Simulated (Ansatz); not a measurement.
A run of Ansatz (development build ahead of 0.2.0) on doublet CNS at this shape:

```yaml
atoms:
  - { symbol: N, position_ang: [0.0164, 0.0175, -0.0081] }
  - { symbol: C, position_ang: [1.1433, -0.0573, 0.2472] }
  - { symbol: S, position_ang: [2.7468, -0.1635, 0.6112] }
```

Its results:

- Converged: yes
- Total energy: -489.60938 hartree
- Spin squared of the determinant: 0.900
- Stability test: minimum

Forces (eV/Å):
```tsv
atom	Fx	Fy	Fz
N1	-0.006	0.000	-0.002
C2	0.009	0.000	0.004
S3	-0.003	0.000	-0.001
```

Q: Which input gives this output? Name the method, the orbitals and the basis set, and write the input.

A: UHF in def2-SVP.

```yaml
crystal:
  periodic: [false, false, false]
  atoms:
    - { symbol: "N", position_ang: [0.01642, 0.01746, -0.0081] }
    - { symbol: C, position_ang: [1.1433, -0.05732, 0.24716] }
    - { symbol: S, position_ang: [2.74679, -0.16347, 0.61125] }
basis:
  gaussian: { orbitals: def2-SVP }
magnetization:
  spin_polarized: true
  initial_magnetization: 1
hamiltonian:
  xc: hf
output:
  forces: true
```

Caution: the unrestricted determinant is spin contaminated.
